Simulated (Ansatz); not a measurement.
## Nudged elastic band run: BH₇NP

input.yaml

```yaml
crystal:
  periodic: [false, false, false]
  atoms:
    - { symbol: B, position_ang: [0.134412, -0.402396, -0.280512] }
    - { symbol: H, position_ang: [0.12083, -0.945655, 0.789303] }
    - { symbol: "N", position_ang: [1.327172, -0.361976, -0.998889] }
    - { symbol: H, position_ang: [2.190223, -0.76909, -0.66468] }
    - { symbol: H, position_ang: [1.413397, 0.070518, -1.908672] }
    - { symbol: H, position_ang: [-0.844394, 0.10418, -0.756047] }
    - { symbol: P, position_ang: [-0.011267, 3.03797, 1.437015] }
    - { symbol: H, position_ang: [1.066518, 3.002049, 2.368558] }
    - { symbol: H, position_ang: [0.760197, 2.43007, 0.406364] }
    - { symbol: H, position_ang: [-0.53239, 1.788431, 1.877161] }
basis:
  gaussian: { orbitals: "6-31G*" }
hamiltonian:
  xc: r2scan
  dispersion: d4
neb:
  order_check: false
  images: 5
  f_tol: 0.05
  max_iterations: 60
  final_atoms:
    - { symbol: B, position_ang: [0.81670007, 0.411428, -0.20265545] }
    - { symbol: H, position_ang: [-1.55818347, 0.26651715, 2.39124174] }
    - { symbol: "N", position_ang: [1.50594601, 0.07648212, -1.36896873] }
    - { symbol: H, position_ang: [1.62352048, -0.88038776, -1.67489096] }
    - { symbol: H, position_ang: [1.92814886, 0.7512109, -1.99340627] }
    - { symbol: H, position_ang: [0.35190245, -0.47753275, 0.45742935] }
    - { symbol: P, position_ang: [0.44362137, 2.24060353, 0.28235473] }
    - { symbol: H, position_ang: [0.85638231, 2.16381333, 1.63974273] }
    - { symbol: H, position_ang: [1.64255694, 2.85100338, -0.18829922] }
    - { symbol: H, position_ang: [-1.98589702, 0.55096311, 2.9270531] }
  initial_path:
    images:
      - { positions_ang: [[0.134412, -0.402396, -0.280512], [0.12083, -0.945655, 0.789303], [1.327172, -0.361976, -0.998889], [2.190223, -0.76909, -0.66468], [1.413397, 0.070518, -1.908672], [-0.844394, 0.10418, -0.756047], [-0.011267, 3.03797, 1.437015], [1.066518, 3.002049, 2.368558], [0.760197, 2.43007, 0.406364], [-0.53239, 1.788431, 1.877161]] }
      - { positions_ang: [[0.08391167, -0.26459351, -0.18543478], [0.07186898, -0.62145961, 1.04107242], [1.32789248, -0.25073759, -0.91995635], [2.05209237, -0.83250412, -0.77701466], [1.54348299, 0.33899623, -1.62141381], [-0.91087172, 0.0790733, -0.70285921], [0.03476918, 2.72868919, 1.18494515], [0.93781788, 2.71814755, 2.24163999], [0.82704224, 2.56618816, 0.20146536], [-0.34330807, 1.4923014, 1.80715689]] }
      - { positions_ang: [[0.03341135, -0.12679102, -0.09035757], [0.02290796, -0.29726421, 1.29284185], [1.32861296, -0.13949919, -0.8410237], [1.91396174, -0.89591823, -0.88934933], [1.67356898, 0.60747447, -1.33415562], [-0.97734944, 0.0539666, -0.64967142], [0.08080536, 2.41940838, 0.93287531], [0.80911776, 2.4342461, 2.11472198], [0.89388748, 2.70230633, -0.00343328], [-0.15422615, 1.19617179, 1.73715278]] }
      - { positions_ang: [[-0.01708898, 0.01101147, 0.00471965], [-0.02605305, 0.02693118, 1.54461127], [1.32933344, -0.02826078, -0.76209105], [1.77583111, -0.95933235, -1.00168399], [1.80365497, 0.8759527, -1.04689743], [-1.04382716, 0.0288599, -0.59648363], [0.12684154, 2.11012757, 0.68080546], [0.68041764, 2.15034464, 1.98780397], [0.96073273, 2.83842449, -0.20833193], [0.03485578, 0.90004219, 1.66714867]] }
      - { positions_ang: [[0.2608407, 0.14448365, -0.06440538], [-0.53676319, 0.10679317, 1.82682143], [1.3882043, 0.00665352, -0.96438361], [1.7250609, -0.93301749, -1.22608632], [1.84515293, 0.8343721, -1.36240038], [-0.57858396, -0.13993765, -0.24517931], [0.23243482, 2.15361956, 0.54798855], [0.73907253, 2.15483421, 1.87178356], [1.18800747, 2.84261745, -0.20165436], [-0.63872849, 0.78368249, 2.08711682]] }
      - { positions_ang: [[0.53877039, 0.27795582, -0.13353042], [-1.04747333, 0.18665516, 2.10903158], [1.44707515, 0.04156782, -1.16667617], [1.67429069, -0.90670262, -1.45048864], [1.88665089, 0.7927915, -1.67790333], [-0.11334076, -0.3087352, 0.10612502], [0.33802809, 2.19711154, 0.41517164], [0.79772742, 2.15932377, 1.75576314], [1.41528221, 2.84681042, -0.19497679], [-1.31231275, 0.6673228, 2.50708496]] }
      - { positions_ang: [[0.81670007, 0.411428, -0.20265545], [-1.55818347, 0.26651715, 2.39124174], [1.50594601, 0.07648212, -1.36896873], [1.62352048, -0.88038776, -1.67489096], [1.92814886, 0.7512109, -1.99340627], [0.35190245, -0.47753275, 0.45742935], [0.44362137, 2.24060353, 0.28235473], [0.85638231, 2.16381333, 1.63974273], [1.64255694, 2.85100338, -0.18829922], [-1.98589702, 0.55096311, 2.9270531]] }
```

Launched with:

```bash
$ ansatz run input.yaml --threads 1 --pin off --max-ram 2048MiB --backend cpu --events-out ev --progress --plain --runs-dir out
```

Output, in part (warnings, iteration lines, the closing report on the highest movable image, with atoms numbered from 0):

```
NEB end point (image 0): max|allowed force component| = 1.457e-2 eV/Å (the criterion of neb.relax_end_points is 1.000e-2)
NEB end point (image 6): max|allowed force component| = 1.625e-2 eV/Å (the criterion of neb.relax_end_points is 1.000e-2)
NEB iter   1: max|band force component| = 1.598e1 eV/Å  barrier→ = 5.1427 eV  barrier← = 5.1047 eV  Δτ_max = 0.2000 Å  (181 SCF iters)
NEB iter   2: max|band force component| = 3.907e0 eV/Å  barrier→ = 2.9801 eV  barrier← = 2.9420 eV  Δτ_max = 0.2000 Å  (156 SCF iters)
NEB iter   3: max|band force component| = 2.047e0 eV/Å  barrier→ = 1.8030 eV  barrier← = 1.7650 eV  Δτ_max = 0.1986 Å  (138 SCF iters)
NEB iter   4: max|band force component| = 1.585e0 eV/Å  barrier→ = 1.6827 eV  barrier← = 1.6447 eV  Δτ_max = 0.2000 Å  (140 SCF iters)
NEB iter   5: max|band force component| = 2.063e0 eV/Å  barrier→ = 1.7479 eV  barrier← = 1.7099 eV  Δτ_max = 0.0990 Å  (145 SCF iters)
NEB iter   6: max|band force component| = 1.500e0 eV/Å  barrier→ = 1.7092 eV  barrier← = 1.6712 eV  Δτ_max = 0.1012 Å  (137 SCF iters)
NEB iter   7: max|band force component| = 8.155e-1 eV/Å  barrier→ = 1.6386 eV  barrier← = 1.6006 eV  Δτ_max = 0.2000 Å  (136 SCF iters)
NEB iter   8: max|band force component| = 2.235e0 eV/Å  barrier→ = 1.6440 eV  barrier← = 1.6060 eV  Δτ_max = 0.0996 Å  (134 SCF iters)
NEB iter   9: max|band force component| = 4.233e-1 eV/Å  barrier→ = 1.6578 eV  barrier← = 1.6198 eV  CI = image 2  Δτ_max = 0.2000 Å  (138 SCF iters)
NEB iter  10: max|band force component| = 5.335e-1 eV/Å  barrier→ = 1.7920 eV  barrier← = 1.7540 eV  CI = image 2  Δτ_max = 0.1939 Å  (135 SCF iters)
NEB iter  11: max|band force component| = 7.162e-1 eV/Å  barrier→ = 1.8021 eV  barrier← = 1.7641 eV  CI = image 2  Δτ_max = 0.1001 Å  (136 SCF iters)
NEB iter  12: max|band force component| = 8.121e-1 eV/Å  barrier→ = 1.7806 eV  barrier← = 1.7425 eV  CI = image 2  Δτ_max = 0.1003 Å  (136 SCF iters)
NEB iter  13: max|band force component| = 9.499e-1 eV/Å  barrier→ = 1.7002 eV  barrier← = 1.6622 eV  CI = image 2  Δτ_max = 0.0501 Å  (135 SCF iters)
NEB iter  14: max|band force component| = 9.568e-1 eV/Å  barrier→ = 1.7042 eV  barrier← = 1.6662 eV  CI = image 2  Δτ_max = 0.0994 Å  (140 SCF iters)
NEB iter  15: max|band force component| = 9.824e-1 eV/Å  barrier→ = 1.6865 eV  barrier← = 1.6485 eV  CI = image 2  Δτ_max = 0.1974 Å  (138 SCF iters)
NEB iter  16: max|band force component| = 8.167e-1 eV/Å  barrier→ = 1.6278 eV  barrier← = 1.5898 eV  CI = image 2  Δτ_max = 0.0995 Å  (133 SCF iters)
NEB iter  17: max|band force component| = 5.093e-1 eV/Å  barrier→ = 1.5972 eV  barrier← = 1.5592 eV  CI = image 2  Δτ_max = 0.1565 Å  (130 SCF iters)
NEB iter  18: max|band force component| = 3.217e-1 eV/Å  barrier→ = 1.5280 eV  barrier← = 1.4899 eV  CI = image 2  Δτ_max = 0.1833 Å  (136 SCF iters)
NEB iter  19: max|band force component| = 4.909e-1 eV/Å  barrier→ = 1.4889 eV  barrier← = 1.4509 eV  CI = image 2  Δτ_max = 0.0925 Å  (137 SCF iters)
NEB iter  20: max|band force component| = 2.681e-1 eV/Å  barrier→ = 1.4615 eV  barrier← = 1.4235 eV  CI = image 2  Δτ_max = 0.0924 Å  (134 SCF iters)
NEB iter  21: max|band force component| = 2.597e-1 eV/Å  barrier→ = 1.4311 eV  barrier← = 1.3931 eV  CI = image 2  Δτ_max = 0.0924 Å  (132 SCF iters)
NEB iter  22: max|band force component| = 2.145e-1 eV/Å  barrier→ = 1.4183 eV  barrier← = 1.3803 eV  CI = image 2  Δτ_max = 0.0912 Å  (132 SCF iters)
NEB iter  23: max|band force component| = 1.756e-1 eV/Å  barrier→ = 1.4049 eV  barrier← = 1.3669 eV  CI = image 2  Δτ_max = 0.0818 Å  (132 SCF iters)
NEB iter  24: max|band force component| = 1.798e-1 eV/Å  barrier→ = 1.3979 eV  barrier← = 1.3599 eV  CI = image 2  Δτ_max = 0.0684 Å  (133 SCF iters)
NEB iter  25: max|band force component| = 1.511e-1 eV/Å  barrier→ = 1.3927 eV  barrier← = 1.3547 eV  CI = image 2  Δτ_max = 0.0596 Å  (135 SCF iters)
NEB iter  26: max|band force component| = 1.305e-1 eV/Å  barrier→ = 1.3906 eV  barrier← = 1.3526 eV  CI = image 2  Δτ_max = 0.0904 Å  (134 SCF iters)
NEB iter  27: max|band force component| = 1.391e-1 eV/Å  barrier→ = 1.3888 eV  barrier← = 1.3507 eV  CI = image 2  Δτ_max = 0.0319 Å  (132 SCF iters)
NEB iter  28: max|band force component| = 6.559e-2 eV/Å  barrier→ = 1.3884 eV  barrier← = 1.3504 eV  CI = image 2  Δτ_max = 0.0362 Å  (135 SCF iters)
NEB iter  29: max|band force component| = 4.777e-2 eV/Å  barrier→ = 1.3880 eV  barrier← = 1.3500 eV  CI = image 2  Δτ_max = 0.0000 Å  (264 SCF iters)
Total energy: -11565.11125279 eV, -425.0099994260 hartree
Atom 0 at     0.169843    -0.336405     0.014780 Å, force     0.013007    -0.049942    -0.001860 eV/Å
Atom 1 at    -0.138166    -0.792091     1.087619 Å, force     0.007195     0.022675    -0.007659 eV/Å
Atom 2 at     1.595132    -0.253774    -0.354470 Å, force    -0.035844     0.040431    -0.029514 eV/Å
Atom 3 at     1.694618    -0.741842    -1.252345 Å, force    -0.004813    -0.001029     0.014355 eV/Å
Atom 4 at     1.796006     0.713290    -0.627320 Å, force     0.015990    -0.015693     0.018318 eV/Å
Atom 5 at    -0.723783    -0.030997    -0.746203 Å, force     0.004961     0.004960     0.004997 eV/Å
Atom 6 at     0.100352     2.796427     1.344428 Å, force     0.003427    -0.016805     0.002566 eV/Å
Atom 7 at     1.448325     2.347455     1.441756 Å, force    -0.008177     0.002701    -0.000381 eV/Å
Atom 8 at     0.107195     2.778593    -0.079675 Å, force     0.004795     0.001063    -0.004983 eV/Å
Atom 9 at    -0.424824     1.473445     1.441031 Å, force    -0.000542     0.011638     0.004163 eV/Å
Dipole moment:     0.064861     0.079365    -0.377766 e Å
```

The forces met the threshold. Neighbouring images differ by up to 1.4 eV, so the band resolves the path poorly. A vibrational analysis at the climbing image gives one clearly imaginary mode, 755i cm⁻¹: a first-order saddle point. The orbitals stay closed-shell, which can raise the energy where a bond breaks towards radicals; this wasn't checked here.

Final band (atoms are numbered from 1 in the order of the input):

```csv
image,path coordinate (Å),energy (kJ/mol),B1–H2 (Å),P7–H10 (Å),B1–P7 (Å)
0,0.00,0.0,1.20,1.42,3.85
1,1.67,0.1,1.20,1.42,3.79
2,3.33,133.9,1.21,1.43,3.40
3,5.32,59.6,2.16,2.25,2.02
4,7.31,16.5,2.90,3.45,1.95
5,9.30,3.9,3.62,4.68,1.93
6,11.29,3.7,3.52,3.97,1.93
```

Run time: 7.4 min on 1 thread of Arm Neoverse V2, with other jobs on the host, peak memory 0.12 GiB.
